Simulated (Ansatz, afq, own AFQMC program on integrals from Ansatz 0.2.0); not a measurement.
**Si, triplet → Si, quintet, worked out**

A free Si atom.

Both states at this geometry.

Basis aug-cc-pVTZ. Only valence electrons are correlated. AFQMC by an in-house program on the Cholesky factors that Ansatz 0.2.0 writes for its CCSD(T) run. ph-AFQMC/CISD is guided by a CISD state made of CCSD amplitudes; releasing the constraint for a short imaginary time cuts its bias at the price of noise, slowly where states lie close. Error bars are statistical, one sigma.

Total energies in eV. CBS is CCSD(T) at the limit of def2-TZVPP/QZVPP (extrapolated itself); the highest rung of each member is named.

Cautions: Si (quintet): another spin lies lower; core correlation is missing, and it shifts such a gap most where an s electron is promoted.

```json
{"member": "Si, quintet", "count": "+1", "CCSD(T)/aug-cc-pVTZ": "-7858.4002", "highest rung in aug-cc-pVTZ": "-7858.4055", "which": "FCI", "CCSD(T)/CBS": "-7858.5530"}
{"member": "Si, triplet", "count": "-1", "CCSD(T)/aug-cc-pVTZ": "-7862.2901", "highest rung in aug-cc-pVTZ": "-7862.3136", "which": "FCI", "CCSD(T)/CBS": "-7862.4955"}
```

Work out the best estimate of the vertical spin gap: the CCSD(T)/CBS difference plus the step from CCSD(T) to the highest rung.

Sums with the counts: CCSD(T)/CBS 3.9425 eV, highest rung 3.9081 eV, CCSD(T)/aug-cc-pVTZ 3.8899 eV. The step is 3.9081 − 3.8899 = 0.0182 eV, so the best estimate is 3.9425 + (0.0182) = 3.9607 eV. The basis set is worth 0.053 eV of it. Zero-point, core-correlation and spin–orbit terms aren't in it. Past Ne the Hartree–Fock part of each CBS total tends to overshoot, since the cores don't follow the formula; that largely cancels in the difference.

Best estimates are given only where the step beyond CCSD(T) is under 0.3 eV and no member's determinant is very poor (T1 over 0.05, or 0.07 for open shells, ⟨S²⟩ too high by 0.3, two states mixed), so the hardest cases are missing from such tables.

Each member of a difference takes its own highest rung, so a best estimate needn't equal the limit plus the step of one row.
